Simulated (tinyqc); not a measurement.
UHF in the sto-3g basis, for NH3+, spin multiplicity 2, step by step (part 1 of 3). This run ends on a higher stationary point, not on the lowest solution. Computed by tinyqc, a small Python program that keeps every step (integrals from PySCF). Settings: charge = 1, multiplicity = 2, basis = sto-3g, energy threshold = 1e-09, iteration cap = 55, orthogonalisation = symmetric, start = highest core orbitals, DIIS depth = 0, shift = 0.2, method = UHF. Command: `OMP_NUM_THREADS=1 python tinyqc.py 30340 30341 out.jsonl` (the two numbers bound the seeds that draw the settings). One thread of a shared host (Intel(R) Xeon(R) Processor @ 2.60GHz), about 0.2 s of CPU time with the checks. Later iterations appear only in the table of the cycle.

## One-electron integrals

Geometry (angstrom):
```
atom        x        y       z
N      0.0000   0.0000  0.1530
H      1.2970   0.0000  0.0000
H     -0.6480   1.1230  0.0000
H     -0.6480  -1.1230  0.0000
```

Basis sto-3g: exponents (1/bohr^2) and contraction coefficients of normalised primitives:
```
element  l (shell)  exponent  coefficient
N            s (1)   99.1062       0.1543
N            s (1)   18.0523       0.5353
N            s (1)    4.8857       0.4446
N            s (2)    3.7805      -0.1000
N            s (2)    0.8785       0.3995
N            s (2)    0.2857       0.7001
N            p (3)    3.7805       0.1559
N            p (3)    0.8785       0.6077
N            p (3)    0.2857       0.3920
H            s (1)    3.4253       0.1543
H            s (1)    0.6239       0.5353
H            s (1)    0.1689       0.4446
```

Overlap, kinetic and nuclear-attraction integrals over the contracted functions; the nuclear repulsion is the sum of Za Zb / Rab.

nuclear repulsion = 9.217820 hartree

overlap S, order 1N 1s, 1N 2s, 1N 2px, 1N 2py, 1N 2pz, 2H 1s, 3H 1s, 4H 1s:
$$\begin{pmatrix}
1.0000 & 0.2350 & 0.0000 & 0.0000 & 0.0000 & 0.0294 & 0.0294 & 0.0294 \\
0.2350 & 1.0000 & 0.0000 & 0.0000 & 0.0000 & 0.3301 & 0.3303 & 0.3303 \\
0.0000 & 0.0000 & 1.0000 & 0.0000 & 0.0000 & 0.3259 & -0.1630 & -0.1630 \\
0.0000 & 0.0000 & 0.0000 & 1.0000 & 0.0000 & 0.0000 & 0.2825 & -0.2825 \\
0.0000 & 0.0000 & 0.0000 & 0.0000 & 1.0000 & -0.0384 & -0.0385 & -0.0385 \\
0.0294 & 0.3301 & 0.3259 & 0.0000 & -0.0384 & 1.0000 & 0.0785 & 0.0785 \\
0.0294 & 0.3303 & -0.1630 & 0.2825 & -0.0385 & 0.0785 & 1.0000 & 0.0785 \\
0.0294 & 0.3303 & -0.1630 & -0.2825 & -0.0385 & 0.0785 & 0.0785 & 1.0000
\end{pmatrix}$$

kinetic energy T (hartree), order 1N 1s, 1N 2s, 1N 2px, 1N 2py, 1N 2pz, 2H 1s, 3H 1s, 4H 1s:
$$\begin{pmatrix}
21.9908 & -0.1284 & 0.0000 & 0.0000 & 0.0000 & -0.0091 & -0.0092 & -0.0092 \\
-0.1284 & 0.6070 & 0.0000 & 0.0000 & 0.0000 & 0.0355 & 0.0356 & 0.0356 \\
0.0000 & 0.0000 & 1.8994 & 0.0000 & 0.0000 & 0.1196 & -0.0599 & -0.0599 \\
0.0000 & 0.0000 & 0.0000 & 1.8994 & 0.0000 & 0.0000 & 0.1037 & -0.1037 \\
0.0000 & 0.0000 & 0.0000 & 0.0000 & 1.8994 & -0.0141 & -0.0141 & -0.0141 \\
-0.0091 & 0.0355 & 0.1196 & 0.0000 & -0.0141 & 0.7600 & -0.0115 & -0.0115 \\
-0.0092 & 0.0356 & -0.0599 & 0.1037 & -0.0141 & -0.0115 & 0.7600 & -0.0115 \\
-0.0092 & 0.0356 & -0.0599 & -0.1037 & -0.0141 & -0.0115 & -0.0115 & 0.7600
\end{pmatrix}$$

nuclear attraction V (hartree), order 1N 1s, 1N 2s, 1N 2px, 1N 2py, 1N 2pz, 2H 1s, 3H 1s, 4H 1s:
$$\begin{pmatrix}
-47.4018 & -5.7187 & 0.0000 & 0.0000 & 0.0033 & -0.7280 & -0.7287 & -0.7287 \\
-5.7187 & -8.0752 & 0.0000 & 0.0000 & 0.0416 & -2.0342 & -2.0358 & -2.0358 \\
0.0000 & 0.0000 & -8.0540 & 0.0000 & 0.0000 & -1.7986 & 0.8995 & 0.8995 \\
0.0000 & 0.0000 & 0.0000 & -8.0541 & 0.0000 & 0.0000 & -1.5589 & 1.5589 \\
0.0033 & 0.0416 & 0.0000 & 0.0000 & -7.9497 & 0.2196 & 0.2199 & 0.2199 \\
-0.7280 & -2.0342 & -1.7986 & 0.0000 & 0.2196 & -4.5083 & -0.4051 & -0.4051 \\
-0.7287 & -2.0358 & 0.8995 & -1.5589 & 0.2199 & -0.4051 & -4.5092 & -0.4052 \\
-0.7287 & -2.0358 & 0.8995 & 1.5589 & 0.2199 & -0.4051 & -0.4052 & -4.5092
\end{pmatrix}$$

core Hamiltonian H = T + V (hartree), order 1N 1s, 1N 2s, 1N 2px, 1N 2py, 1N 2pz, 2H 1s, 3H 1s, 4H 1s:
$$\begin{pmatrix}
-25.4111 & -5.8471 & 0.0000 & 0.0000 & 0.0033 & -0.7371 & -0.7379 & -0.7379 \\
-5.8471 & -7.4682 & 0.0000 & 0.0000 & 0.0416 & -1.9987 & -2.0002 & -2.0002 \\
0.0000 & 0.0000 & -6.1546 & 0.0000 & 0.0000 & -1.6790 & 0.8397 & 0.8397 \\
0.0000 & 0.0000 & 0.0000 & -6.1547 & 0.0000 & 0.0000 & -1.4552 & 1.4552 \\
0.0033 & 0.0416 & 0.0000 & 0.0000 & -6.0503 & 0.2055 & 0.2057 & 0.2057 \\
-0.7371 & -1.9987 & -1.6790 & 0.0000 & 0.2055 & -3.7483 & -0.4166 & -0.4166 \\
-0.7379 & -2.0002 & 0.8397 & -1.4552 & 0.2057 & -0.4166 & -3.7492 & -0.4166 \\
-0.7379 & -2.0002 & 0.8397 & 1.4552 & 0.2057 & -0.4166 & -0.4166 & -3.7492
\end{pmatrix}$$

## Two-electron integrals

Functions are numbered as in S; the eight-fold symmetry (ij|kl) = (ji|kl) = (kl|ij) leaves the list below.

Two-electron integrals (ij|kl) in chemists' order, unique and non-zero (hartree):
```
(11|11) 4.1666      (21|11) 0.6408      (21|21) 0.1175      (22|11) 0.9699
(22|21) 0.2209      (22|22) 0.7082      (31|31) 0.0210      (32|31) 0.0325
(32|32) 0.1564      (33|11) 0.9671      (33|21) 0.2210      (33|22) 0.7081
(33|33) 0.7628      (41|41) 0.0210      (42|41) 0.0325      (42|42) 0.1564
(43|43) 0.0411      (44|11) 0.9671      (44|21) 0.2210      (44|22) 0.7081
(44|33) 0.6806      (44|44) 0.7628      (51|51) 0.0210      (52|51) 0.0325
(52|52) 0.1564      (53|53) 0.0411      (54|54) 0.0411      (55|11) 0.9671
(55|21) 0.2210      (55|22) 0.7081      (55|33) 0.6806      (55|44) 0.6806
(55|55) 0.7628      (61|11) 0.0808      (61|21) 0.0147      (61|22) 0.0276
(61|31) 0.0007      (61|32) 0.0014      (61|33) 0.0277      (61|44) 0.0275
(61|51) -8.64e-05   (61|52) -1.65e-04   (61|53) -2.36e-05   (61|55) 0.0275
(61|61) 0.0019      (62|11) 0.2261      (62|21) 0.0523      (62|22) 0.1889
(62|31) 0.0043      (62|32) 0.0349      (62|33) 0.1967      (62|44) 0.1848
(62|51) -0.0005     (62|52) -0.0041     (62|53) -0.0014     (62|55) 0.1850
(62|61) 0.0067      (62|62) 0.0682      (63|11) 0.1894      (63|21) 0.0443
(63|22) 0.1704      (63|31) 0.0081      (63|32) 0.0589      (63|33) 0.1859
(63|44) 0.1624      (63|51) -3.70e-04   (63|52) -0.0034     (63|53) -0.0020
(63|55) 0.1626      (63|61) 0.0059      (63|62) 0.0738      (63|63) 0.0870
(64|41) 0.0050      (64|42) 0.0299      (64|43) 0.0068      (64|54) -0.0008
(64|64) 0.0083      (65|11) -0.0223     (65|21) -0.0052     (65|22) -0.0201
(65|31) -3.70e-04   (65|32) -0.0034     (65|33) -0.0203     (65|44) -0.0192
(65|51) 0.0050      (65|52) 0.0303      (65|53) 0.0069      (65|55) -0.0208
(65|61) -0.0007     (65|62) -0.0087     (65|63) -0.0093     (65|65) 0.0094
(66|11) 0.4013      (66|21) 0.0942      (66|22) 0.3911      (66|31) 0.0088
(66|32) 0.1003      (66|33) 0.4239      (66|44) 0.3740      (66|51) -0.0010
(66|52) -0.0118     (66|53) -0.0059     (66|55) 0.3747      (66|61) 0.0122
(66|62) 0.1888      (66|63) 0.2286      (66|65) -0.0270     (66|66) 0.7746
(71|11) 0.0809      (71|21) 0.0147      (71|22) 0.0276      (71|31) -3.67e-04
(71|32) -0.0007     (71|33) 0.0276      (71|41) 0.0006      (71|42) 0.0012
(71|43) -8.69e-05   (71|44) 0.0277      (71|51) -8.66e-05   (71|52) -1.65e-04
(71|53) 1.18e-05    (71|54) -2.05e-05   (71|55) 0.0275      (71|61) 0.0018
(71|62) 0.0064      (71|63) 0.0054      (71|64) 1.81e-04    (71|65) -0.0007
(71|66) 0.0116      (71|71) 0.0019      (72|11) 0.2263      (72|21) 0.0523
(72|22) 0.1890      (72|31) -0.0022     (72|32) -0.0175     (72|33) 0.1879
(72|41) 0.0037      (72|42) 0.0303      (72|43) -0.0051     (72|44) 0.1939
(72|51) -0.0005     (72|52) -0.0041     (72|53) 0.0007      (72|54) -0.0012
(72|55) 0.1851      (72|61) 0.0064      (72|62) 0.0485      (72|63) 0.0412
(72|64) 0.0056      (72|65) -0.0060     (72|66) 0.1031      (72|71) 0.0067
(72|72) 0.0682      (73|11) -0.0947     (73|21) -0.0221     (73|22) -0.0852
(73|31) 0.0057      (73|32) 0.0372      (73|33) -0.0892     (73|41) -0.0014
(73|42) -0.0125     (73|43) 0.0080      (73|44) -0.0850     (73|51) 1.85e-04
(73|52) 0.0017      (73|53) -0.0011     (73|54) 0.0005      (73|55) -0.0813
(73|61) -0.0025     (73|62) -0.0157     (73|63) -0.0084     (73|64) -0.0013
(73|65) 0.0019      (73|66) -0.0290     (73|71) -0.0030     (73|72) -0.0369
(73|73) 0.0280      (74|11) 0.1641      (74|21) 0.0384      (74|22) 0.1477
(74|31) -0.0014     (74|32) -0.0125     (74|33) 0.1429      (74|41) 0.0073
(74|42) 0.0517      (74|43) -0.0071     (74|44) 0.1590      (74|51) -3.20e-04
(74|52) -0.0030     (74|53) 0.0005      (74|54) -0.0017     (74|55) 0.1409
(74|61) 0.0047      (74|62) 0.0385      (74|63) 0.0327      (74|64) 0.0096
(74|65) -0.0047     (74|66) 0.0833      (74|71) 0.0051      (74|72) 0.0640
(74|73) -0.0341     (74|74) 0.0674      (75|11) -0.0224     (75|21) -0.0052
(75|22) -0.0201     (75|31) 1.85e-04    (75|32) 0.0017      (75|33) -0.0195
(75|41) -3.20e-04   (75|42) -0.0030     (75|43) 0.0005      (75|44) -0.0201
(75|51) 0.0050      (75|52) 0.0304      (75|53) -0.0034     (75|54) 0.0060
(75|55) -0.0208     (75|61) -0.0007     (75|62) -0.0060     (75|63) -0.0050
(75|64) -0.0007     (75|65) 0.0063      (75|66) -0.0136     (75|71) -0.0007
(75|72) -0.0087     (75|73) 0.0046      (75|74) -0.0081     (75|75) 0.0094
(76|11) 0.0434      (76|21) 0.0101      (76|22) 0.0387      (76|31) 3.41e-04
(76|32) 0.0031      (76|33) 0.0390      (76|41) 0.0006      (76|42) 0.0054
(76|43) 2.56e-04    (76|44) 0.0392      (76|51) -1.61e-04   (76|52) -0.0015
(76|53) -1.92e-04   (76|54) -3.32e-04   (76|55) 0.0379      (76|61) 0.0013
(76|62) 0.0128      (76|63) 0.0130      (76|64) 0.0014      (76|65) -0.0018
(76|66) 0.0345      (76|71) 0.0013      (76|72) 0.0129      (76|73) -0.0053
(76|74) 0.0120      (76|75) -0.0018     (76|76) 0.0031      (77|11) 0.4014
(77|21) 0.0942      (77|22) 0.3912      (77|31) -0.0044     (77|32) -0.0501
(77|33) 0.3866      (77|41) 0.0076      (77|42) 0.0869      (77|43) -0.0216
(77|44) 0.4116      (77|51) -0.0010     (77|52) -0.0118     (77|53) 0.0029
(77|54) -0.0051     (77|55) 0.3748      (77|61) 0.0116      (77|62) 0.1030
(77|63) 0.0866      (77|64) 0.0165      (77|65) -0.0136     (77|66) 0.2353
(77|71) 0.0122      (77|72) 0.1890      (77|73) -0.1143     (77|74) 0.1982
(77|75) -0.0270     (77|76) 0.0345      (77|77) 0.7746      (81|11) 0.0809
(81|21) 0.0147      (81|22) 0.0276      (81|31) -3.67e-04   (81|32) -0.0007
(81|33) 0.0276      (81|41) -0.0006     (81|42) -0.0012     (81|43) 8.69e-05
(81|44) 0.0277      (81|51) -8.66e-05   (81|52) -1.65e-04   (81|53) 1.18e-05
(81|54) 2.05e-05    (81|55) 0.0275      (81|61) 0.0018      (81|62) 0.0064
(81|63) 0.0054      (81|64) -1.81e-04   (81|65) -0.0007     (81|66) 0.0116
(81|71) 0.0018      (81|72) 0.0064      (81|73) -0.0028     (81|74) 0.0046
(81|75) -0.0007     (81|76) 0.0012      (81|77) 0.0116      (81|81) 0.0019
(82|11) 0.2263      (82|21) 0.0523      (82|22) 0.1890      (82|31) -0.0022
(82|32) -0.0175     (82|33) 0.1879      (82|41) -0.0037     (82|42) -0.0303
(82|43) 0.0051      (82|44) 0.1939      (82|51) -0.0005     (82|52) -0.0041
(82|53) 0.0007      (82|54) 0.0012      (82|55) 0.1851      (82|61) 0.0064
(82|62) 0.0485      (82|63) 0.0412      (82|64) -0.0056     (82|65) -0.0060
(82|66) 0.1031      (82|71) 0.0064      (82|72) 0.0486      (82|73) -0.0255
(82|74) 0.0329      (82|75) -0.0060     (82|76) 0.0096      (82|77) 0.1031
(82|81) 0.0067      (82|82) 0.0682      (83|11) -0.0947     (83|21) -0.0221
(83|22) -0.0852     (83|31) 0.0057      (83|32) 0.0372      (83|33) -0.0892
(83|41) 0.0014      (83|42) 0.0125      (83|43) -0.0080     (83|44) -0.0850
(83|51) 1.85e-04    (83|52) 0.0017      (83|53) -0.0011     (83|54) -0.0005
(83|55) -0.0813     (83|61) -0.0025     (83|62) -0.0157     (83|63) -0.0084
(83|64) 0.0013      (83|65) 0.0019      (83|66) -0.0290     (83|71) -0.0028
(83|72) -0.0255     (83|73) 0.0187      (83|74) -0.0170     (83|75) 0.0031
(83|76) -0.0039     (83|77) -0.0576     (83|81) -0.0030     (83|82) -0.0369
(83|83) 0.0280      (84|11) -0.1641     (84|21) -0.0384     (84|22) -0.1477
(84|31) 0.0014      (84|32) 0.0125      (84|33) -0.1429     (84|41) 0.0073
(84|42) 0.0517      (84|43) -0.0071     (84|44) -0.1590     (84|51) 3.20e-04
(84|52) 0.0030      (84|53) -0.0005     (84|54) -0.0017     (84|55) -0.1409
(84|61) -0.0047     (84|62) -0.0385     (84|63) -0.0327     (84|64) 0.0096
(84|65) 0.0047      (84|66) -0.0833     (84|71) -0.0046     (84|72) -0.0329
(84|73) 0.0170      (84|74) -0.0175     (84|75) 0.0040      (84|76) -0.0068
(84|77) -0.0668     (84|81) -0.0051     (84|82) -0.0640     (84|83) 0.0341
(84|84) 0.0674      (85|11) -0.0224     (85|21) -0.0052     (85|22) -0.0201
(85|31) 1.85e-04    (85|32) 0.0017      (85|33) -0.0195     (85|41) 3.20e-04
(85|42) 0.0030      (85|43) -0.0005     (85|44) -0.0201     (85|51) 0.0050
(85|52) 0.0304      (85|53) -0.0034     (85|54) -0.0060     (85|55) -0.0208
(85|61) -0.0007     (85|62) -0.0060     (85|63) -0.0050     (85|64) 0.0007
(85|65) 0.0063      (85|66) -0.0136     (85|71) -0.0007     (85|72) -0.0060
(85|73) 0.0031      (85|74) -0.0040     (85|75) 0.0063      (85|76) -0.0013
(85|77) -0.0136     (85|81) -0.0007     (85|82) -0.0087     (85|83) 0.0046
(85|84) 0.0081      (85|85) 0.0094      (86|11) 0.0434      (86|21) 0.0101
(86|22) 0.0387      (86|31) 3.41e-04    (86|32) 0.0031      (86|33) 0.0390
(86|41) -0.0006     (86|42) -0.0054     (86|43) -2.56e-04   (86|44) 0.0392
(86|51) -1.61e-04   (86|52) -0.0015     (86|53) -1.92e-04   (86|54) 3.32e-04
(86|55) 0.0379      (86|61) 0.0013      (86|62) 0.0128      (86|63) 0.0130
(86|64) -0.0014     (86|65) -0.0018     (86|66) 0.0345      (86|71) 0.0012
(86|72) 0.0096      (86|73) -0.0039     (86|74) 0.0068      (86|75) -0.0013
(86|76) 0.0023      (86|77) 0.0207      (86|81) 0.0013      (86|82) 0.0129
(86|83) -0.0053     (86|84) -0.0120     (86|85) -0.0018     (86|86) 0.0031
(87|11) 0.0434      (87|21) 0.0101      (87|22) 0.0387      (87|31) -0.0007
(87|32) -0.0063     (87|33) 0.0394      (87|44) 0.0388      (87|51) -1.61e-04
(87|52) -0.0015     (87|53) 3.83e-04    (87|55) 0.0379      (87|61) 0.0012
(87|62) 0.0096      (87|63) 0.0078      (87|65) -0.0013     (87|66) 0.0207
(87|71) 0.0013      (87|72) 0.0129      (87|73) -0.0077     (87|74) 0.0106
(87|75) -0.0018     (87|76) 0.0023      (87|77) 0.0345      (87|81) 0.0013
(87|82) 0.0129      (87|83) -0.0077     (87|84) -0.0106     (87|85) -0.0018
(87|86) 0.0023      (87|87) 0.0031      (88|11) 0.4014      (88|21) 0.0942
(88|22) 0.3912      (88|31) -0.0044     (88|32) -0.0501     (88|33) 0.3866
(88|41) -0.0076     (88|42) -0.0869     (88|43) 0.0216      (88|44) 0.4116
(88|51) -0.0010     (88|52) -0.0118     (88|53) 0.0029      (88|54) 0.0051
(88|55) 0.3748      (88|61) 0.0116      (88|62) 0.1030      (88|63) 0.0866
(88|64) -0.0165     (88|65) -0.0136     (88|66) 0.2353      (88|71) 0.0116
(88|72) 0.1031      (88|73) -0.0576     (88|74) 0.0668      (88|75) -0.0136
(88|76) 0.0207      (88|77) 0.2353      (88|81) 0.0122      (88|82) 0.1890
(88|83) -0.1143     (88|84) -0.1982     (88|85) -0.0270     (88|86) 0.0345
(88|87) 0.0345      (88|88) 0.7746
```

## Orthogonalisation

S = U s U^T; symmetric (Loewdin) form X = U s^(-1/2) U^T, so that X^T S X = 1.

eigenvalues of S: [0.4576, 0.5594, 0.5596, 0.9673, 1.0194, 1.3619, 1.3621, 1.7127]

X, order 1N 1s, 1N 2s, 1N 2px, 1N 2py, 1N 2pz, 2H 1s, 3H 1s, 4H 1s:
$$\begin{pmatrix}
1.0237 & -0.1383 & 0.0000 & 0.0000 & 0.0019 & 0.0176 & 0.0176 & 0.0176 \\
-0.1383 & 1.1679 & 0.0000 & 0.0000 & -0.0166 & -0.1868 & -0.1869 & -0.1869 \\
0.0000 & 0.0000 & 1.0734 & 0.0000 & 0.0000 & -0.1949 & 0.0975 & 0.0975 \\
0.0000 & 0.0000 & 0.0000 & 1.0735 & 0.0000 & 0.0000 & -0.1690 & 0.1690 \\
0.0019 & -0.0166 & 0.0000 & 0.0000 & 1.0019 & 0.0213 & 0.0213 & 0.0213 \\
0.0176 & -0.1868 & -0.1949 & 0.0000 & 0.0213 & 1.0989 & -0.0214 & -0.0214 \\
0.0176 & -0.1869 & 0.0975 & -0.1690 & 0.0213 & -0.0214 & 1.0990 & -0.0214 \\
0.0176 & -0.1869 & 0.0975 & 0.1690 & 0.0213 & -0.0214 & -0.0214 & 1.0990
\end{pmatrix}$$

## Starting guess

The start is the highest orbitals of the core Hamiltonian (a deliberately bad start); D(s) = C_occ C_occ^T for each spin.

D(alpha) at the start, order 1N 1s, 1N 2s, 1N 2px, 1N 2py, 1N 2pz, 2H 1s, 3H 1s, 4H 1s:
$$\begin{pmatrix}
0.0034 & -0.0275 & 0.0000 & 0.0000 & -0.0216 & 0.0333 & 0.0333 & 0.0333 \\
-0.0275 & 0.2320 & 0.0000 & 0.0000 & 0.0822 & -0.2949 & -0.2952 & -0.2952 \\
0.0000 & 0.0000 & 1.2091 & 0.0000 & 0.0000 & -0.4276 & 0.2139 & 0.2139 \\
0.0000 & 0.0000 & 0.0000 & 0.0814 & 0.0000 & 0.0000 & -0.2279 & 0.2279 \\
-0.0216 & 0.0822 & 0.0000 & 0.0000 & 0.9919 & 0.0342 & 0.0342 & 0.0342 \\
0.0333 & -0.2949 & -0.4276 & 0.0000 & 0.0342 & 1.2700 & -0.0420 & -0.0420 \\
0.0333 & -0.2952 & 0.2139 & -0.2279 & 0.0342 & -0.0420 & 1.2523 & -0.0240 \\
0.0333 & -0.2952 & 0.2139 & 0.2279 & 0.0342 & -0.0420 & -0.0240 & 1.2523
\end{pmatrix}$$

D(beta) at the start, order 1N 1s, 1N 2s, 1N 2px, 1N 2py, 1N 2pz, 2H 1s, 3H 1s, 4H 1s:
$$\begin{pmatrix}
0.0034 & -0.0275 & 0.0000 & 0.0000 & -0.0216 & 0.0333 & 0.0333 & 0.0333 \\
-0.0275 & 0.2320 & -0.0001 & 0.0000 & 0.0822 & -0.2949 & -0.2952 & -0.2952 \\
0.0000 & -0.0001 & 0.0813 & 0.0000 & 0.0000 & -0.2629 & 0.1315 & 0.1315 \\
0.0000 & 0.0000 & 0.0000 & 0.0814 & 0.0000 & 0.0000 & -0.2279 & 0.2279 \\
-0.0216 & 0.0822 & 0.0000 & 0.0000 & 0.9919 & 0.0342 & 0.0342 & 0.0342 \\
0.0333 & -0.2949 & -0.2629 & 0.0000 & 0.0342 & 1.2459 & -0.0300 & -0.0300 \\
0.0333 & -0.2952 & 0.1315 & -0.2279 & 0.0342 & -0.0300 & 1.2463 & -0.0300 \\
0.0333 & -0.2952 & 0.1315 & 0.2279 & 0.0342 & -0.0300 & -0.0300 & 1.2463
\end{pmatrix}$$
